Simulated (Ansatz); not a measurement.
A structure relaxed at PBE0-D4/def2-TZVP, charge 0, multiplicity 1:

```json
{"atom": "C1", "x (Å)": "-1.1088", "y (Å)": "-1.0465", "z (Å)": "-1.8632"}
{"atom": "C2", "x (Å)": "-0.4918", "y (Å)": "-0.3209", "z (Å)": "-0.7064"}
{"atom": "C3", "x (Å)": "-0.9226", "y (Å)": "0.9567", "z (Å)": "-0.3556"}
{"atom": "C4", "x (Å)": "-0.3245", "y (Å)": "1.6306", "z (Å)": "0.6958"}
{"atom": "C5", "x (Å)": "0.7065", "y (Å)": "1.0474", "z (Å)": "1.4152"}
{"atom": "C6", "x (Å)": "1.1368", "y (Å)": "-0.2278", "z (Å)": "1.0712"}
{"atom": "O7", "x (Å)": "2.1371", "y (Å)": "-0.8618", "z (Å)": "1.7343"}
{"atom": "C8", "x (Å)": "0.5386", "y (Å)": "-0.9055", "z (Å)": "0.0173"}
{"atom": "H9", "x (Å)": "-0.5634", "y (Å)": "-0.8356", "z (Å)": "-2.7884"}
{"atom": "H10", "x (Å)": "-2.1446", "y (Å)": "-0.7392", "z (Å)": "-2.0170"}
{"atom": "H11", "x (Å)": "-1.0900", "y (Å)": "-2.1273", "z (Å)": "-1.7123"}
{"atom": "H12", "x (Å)": "-1.7312", "y (Å)": "1.4218", "z (Å)": "-0.9085"}
{"atom": "H13", "x (Å)": "-0.6658", "y (Å)": "2.6238", "z (Å)": "0.9653"}
{"atom": "H14", "x (Å)": "1.1712", "y (Å)": "1.5767", "z (Å)": "2.2418"}
{"atom": "H15", "x (Å)": "2.4602", "y (Å)": "-0.2910", "z (Å)": "2.4367"}
{"atom": "H16", "x (Å)": "0.8924", "y (Å)": "-1.9012", "z (Å)": "-0.2264"}
```

Give its formula and SMILES.

C7H8O, `Cc1cccc(O)c1`.

Point group (tolerance 0.08 Å, 0.16 Å for H)?

C1.

Summarise the bond lengths by kind.

7 × C–C 1.385 to 1.498 Å; 7 × C–H 1.084 to 1.094 Å; 1 × C–O 1.357 Å; 1 × H–O 0.961 Å.

Results of the Gaussian-basis code of Ansatz.
